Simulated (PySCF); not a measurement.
H₆PSi (charge +1).
Z-matrix (Å and degrees, GFN2-xTB geometry), rows numbered from 1:
```
Si
P   1  2.3567
H   1  1.4606  2  100.27
H   1  1.4605  2  100.34  3  -120.07
H   1  1.4606  2  100.26  3   119.99
H   2  1.3781  1  117.88  3   -59.78
H   2  1.3782  1  118.14  3  -179.67
H   2  1.3782  1  118.15  3    60.14
```

The calculation used PySCF 2.14.0, delta-SCF UKS SCAN, pcX-2 on the ionised atom, pcseg-1 elsewhere, spin-free X2C. Each 1s hole has a ground state of its own, since the core basis sits on the ionised atom alone.

```json
{"ionised atom": "Si1", "basis functions": "108", "E(ionised) (Eh)": "-567.46108", "binding energy (eV)": "1852.924"}
{"ionised atom": "P2", "basis functions": "108", "E(ionised) (Eh)": "-556.30179", "binding energy (eV)": "2157.488"}
```

Question: Fill in the total energy of each ground state.

Answer: With binding energy = E(ionised) − E(ground) and 27.2114 eV a hartree:

| atom | binding energy (Eh) | E(ground) (Eh) |
| --- | --- | --- |
| Si1 | 68.0937 | -635.5548 |
| P2 | 79.2862 | -635.5880 |

Question: How much do the ground-state energies differ, and what would follow from using one of them for all holes?

Answer: They run from -635.5880 Eh (core basis on P2) to -635.5548 Eh (on Si1), 0.0332 Eh or 0.90 eV apart, though the state is the same; only basis and grid differ. Pairing the ion of Si1 with the ground state of P2 would put its binding energy 0.90 eV too high.

Only 1s holes are shown. The species carries charge +1, so core ionisation leaves charge +2. Geometry: GFN2-xTB; no solvent, vibrations or thermal averaging.
